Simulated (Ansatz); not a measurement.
**C2H5Al: vertical and adiabatic energies of changing the electron count, by script**

A script is to give vertical and adiabatic energies of changing the electron count; the system is C2H5Al.

Computed with Ansatz 0.2.0 through its Python package. Level of theory: CAM-B3LYP/cc-pVDZ.

## (1) Starting point

Bond lengths: C1–C2 1.476 Å, C1–Al3 1.915 Å, C2–Al3 1.991 Å, C1–H4 1.106 Å, C1–H5 1.158 Å, C2–H6 1.126 Å, C2–H7 1.127 Å, Al3–H8 1.591 Å. Angles (14 of 15 angles, heavy atoms first): C1–C2–Al3 65.1°, C2–C1–Al3 70.5°, C1–Al3–C2 44.4°, C1–C2–H6 115.5°, C1–C2–H7 114.5°, Al3–C2–H6 117.0°, Al3–C2–H7 117.0°, C2–C1–H4 113.0°, C2–C1–H5 113.5°, Al3–C1–H4 119.3°, Al3–C1–H5 116.9°, C1–Al3–H8 148.6°, C2–Al3–H8 144.3°, H6–C2–H7 117.2°.

c2h5al.xyz, read by the script:

```xyz
8

C    -0.67440    0.24550   -0.44450
C     0.70580    0.52970   -0.00390
Al   -0.15130   -1.03310    0.88240
H    -0.73400   -0.06690   -1.50370
H    -1.43860    1.05330   -0.12160
H     0.83530    1.46100    0.61490
H     1.49760    0.30970   -0.77510
H     0.05160   -2.55630    1.29570
```

## (2) Script

Input file c2h5al.py:

```python
"""Vertical and adiabatic ionisation of C2H5Al."""

import itertools

import ansatz as az
from ase.data import atomic_numbers, covalent_radii
import numpy as np

system = az.Crystal.molecule_from_extxyz("c2h5al.xyz")

job = system.calculation()
job = job.basis(gaussian="cc-pVDZ")
job = job.functional("CAM-B3LYP")
symbols = [site.symbol for site in system.cartesian_sites]
start = np.array([site.position_ang for site in system.cartesian_sites], dtype=float)
r = job.relax(force_tolerance=0.01, max_steps=100).run(threads=1, pin="off").report
end = np.array(r["positions_ang"])

minimum = az.Crystal.molecule()
for symbol, place in zip(symbols, end):
    minimum = minimum.atom(symbol, place.tolist())
ion = (
    minimum.calculation()
    .basis(gaussian="cc-pVDZ")
    .functional("CAM-B3LYP")
    .charge(1)
    .spin("collinear", total=1)
)
vertical = ion.run(threads=1, pin="off").report
settled = ion.relax(force_tolerance=0.01, max_steps=80).run(threads=1, pin="off").report
print(f"vertical ionisation energy   {vertical['free_energy_ev'] - r['free_energy_ev']:.3f} eV")
print(f"adiabatic, no zero point     {settled['free_energy_ev'] - r['free_energy_ev']:.3f} eV")
print(f"relaxation energy of the ion {vertical['free_energy_ev'] - settled['free_energy_ev']:.3f} eV")
ionised = np.array(settled["positions_ang"])
# pairs closer than 1.2 times the sum of covalent radii, before or after
radius = [covalent_radii[atomic_numbers[s]] for s in symbols]
span = lambda where, i, j: np.linalg.norm(where[i] - where[j])
bonded = [(i, j) for i, j in itertools.combinations(range(len(symbols)), 2) if min(span(end, i, j), span(ionised, i, j)) < 1.2 * (radius[i] + radius[j])]
print("pair        before    after (A)")
for i, j in bonded:
    print(f"{symbols[i]}{i}-{symbols[j]}{j}".ljust(10), f"{span(end, i, j):8.4f} {span(ionised, i, j):8.4f}")
```

## (3) What the engine is handed

The package turns the script's settings into the engine's input (first run):

```yaml
crystal:
  periodic: [false, false, false]
  atoms:
    - { symbol: C, position_ang: [-0.6744, 0.2455, -0.4445] }
    - { symbol: C, position_ang: [0.7058, 0.5297, -0.0039] }
    - { symbol: Al, position_ang: [-0.1513, -1.0331, 0.8824] }
    - { symbol: H, position_ang: [-0.734, -0.0669, -1.5037] }
    - { symbol: H, position_ang: [-1.4386, 1.0533, -0.1216] }
    - { symbol: H, position_ang: [0.8353, 1.461, 0.6149] }
    - { symbol: H, position_ang: [1.4976, 0.3097, -0.7751] }
    - { symbol: H, position_ang: [0.0516, -2.5563, 1.2957] }
basis:
  gaussian:
    orbitals: cc-pVDZ
hamiltonian:
  xc: cam_b3lyp
relax:
  f_tol: 0.01
  max_steps: 100
```

## (4) Running it

Command:

```console
python c2h5al.py
```

Q: Predict the main results. Wanted: vertical ionisation energy; adiabatic ionisation energy, no zero point.

As calculated:

| quantity | value |
| --- | --- |
| vertical ionisation energy | 7.944 eV |
| adiabatic ionisation energy, no zero point | 7.207 eV |
| runs compared | 3 |

What this shows: The ionisation energy is a difference of two total energies at the neutral geometry; letting the ion relax lowers it by 0.74 eV. The dearest, run 3, took some 6.7 times as long as run 2. Run 1: The relaxation took 5 moves; the largest shift is 0.257 Å. Run 3: After 5 moves the largest shift is 0.163 Å. The energies are electronic: no zero-point or thermal terms, and the basis set is short of its limit. The product may relax into another structure. The relaxation finds the nearest minimum, so the adiabatic value is an upper bound.
